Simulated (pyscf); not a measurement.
A first-order saddle from PySCF, ωB97X-D3(BJ)/def2-SVP:

```xyz
9

Al    -0.0078     0.6321    -1.3622
O     -0.3147     0.5562     0.3437
B     -0.3651    -0.4337     1.4429
H     -0.1265     2.0687    -1.9921
H      0.3514    -0.7139    -2.0940
H      0.7020    -0.8028     1.8709
H     -1.3435    -1.1408     1.4727
Cl    -0.9031     1.2842     2.7508
H     -0.6332     1.3722     1.2922
```
Charge 0, spin multiplicity 1.

Surface: singlet, charge 0. Lowest wavenumbers (cm⁻¹): 1100i, 49, 106, 161, 369.

Task: What reaction is this the transition state of?

Result: H₂B–O–AlH₂ + HCl <-> HO–AlH₂ + H₂B–Cl, a four-centre exchange read from left to right: B–O, Cl–H broken and H–O, B–Cl formed. At CCSD(T)/def2-TZVPP + ΔMP2(QZVPP) it lies +69.6 kJ/mol from the left side and +23.5 kJ/mol from the right (each side as separated species at their lowest minima found). On the product side the descent ends in an adduct with a B–O contact, 66.1 kJ/mol under the separated species and 84.2 kJ/mol under the saddle at ωB97X-D3(BJ)/def2-TZVP. What is counted as broken (B–O) persists as a longer contact in the product adduct; parting that adduct is a step of its own. One saddle was located; it need not be the lowest between these sides. The CCSD(T) − MP2 part came from Ansatz, without density fitting, on the same reference.
